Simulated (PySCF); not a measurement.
C₄H₇F.
Geometry (PBE0-D3(BJ)/def2-SVP, Å), atoms numbered from 1 in this order:
```
atom  x, y, z in Å
F1    -0.1446   -2.2337   -0.0041
C2    -0.0958   -0.9409    0.4337
C3    -1.0571    0.0564   -0.2117
C4     0.0872    1.0886   -0.1488
C5     1.0808   -0.0857   -0.0355
H6    -0.1863   -0.9481    1.5341
H7    -1.2549   -0.2533   -1.2494
H8    -2.0112    0.2745    0.2893
H9     0.0511    1.6860    0.7748
H10    0.2025    1.7743   -0.9997
H11    1.9586    0.0104    0.6200
H12    1.4060   -0.4304   -1.0290
```

Linear response at CAM-B3LYP/def2-SVPD (PySCF, frozen core in the response, non-relativistic).

Static isotropic polarisability: 47.25 au (7.00 Å³), principal values 43.8, 48.7, 49.2 au.

Q: What is the polarisability at 1064 nm and at the sodium D line?

A: 47.53 au at 1064 nm (+0.6 %), 48.19 au at 589.3 nm (+2.0 %). The rise at 589.3 nm is 3.33 times that at 1064 nm; a pure ω² law gives 3.26. The lowest singlet lies at 145 nm, shorter than both wavelengths.

Q: What is the isotropic C6 coefficient between two such molecules, C6 = (3/π)∫α(iω)² dω?

A: 1052 au (Eh·bohr⁶) by a ten-point quadrature over imaginary frequencies, which is 629 eV·Å⁶ or 60.7 J·nm⁶/mol.

Q: Which effective excitation energy ω̄ makes London's formula C6 = (3/4)α²ω̄ exact here?

A: ω̄ = 4·C6/(3α²) = 0.628 Eh = 17.1 eV. A one-pole form α(ω) = α/(1 − ω²/ω̄²) fitted to the 1064 nm value gives 15.1 eV.

Q: What three-body coefficient follows from the one-pole estimate C9 = (3/4)·α·C6?

A: 37300 au. This is an estimate from the two numbers above, not a computed integral.

Q: The lowest 6 singlets have (eV, f): 8.57, 0.014; 8.71, 0.018; 8.72, 0.041; 8.87, 0.005; 9.26, 0.000; 9.37, 0.003. What share of the static polarisability do they carry in the sum over states α = Σ f/ω²?

A: 0.79 au, 1.7 % of α; the largest term, 0.40 au, is that of the state at 8.72 eV. Their oscillator strengths add up to 0.08. Higher states carry the rest.

Q: What does −C6/R⁶ come to at R = 10 Å between centres?

A: -61 J/mol. This is the leading, orientation-averaged term; C8 and higher terms are left out.

Q: What molar refraction at the D line follows from R = (4π/3)·N_A·α′, with α′ the polarisability volume?

A: α′ = 7.14 Å³ gives R = 18.01 cm³/mol, for isolated, non-vibrating species.

Q: How many electrons N does the Slater–Kirkwood formula C6 = (3/4)·√N·α^(3/2) need to give this C6?

A: N = (4·C6/3)²/α³ = 18.7; the species has 40 electrons in all.

Hardware: one thread, AMD EPYC 9R45 (x86_64), shared host. Cost: 7.8 s wall, 0.73 GiB resident at most. This is the whole response run at CAM-B3LYP/def2-SVPD, SCF included.

One conformer stands for the species.
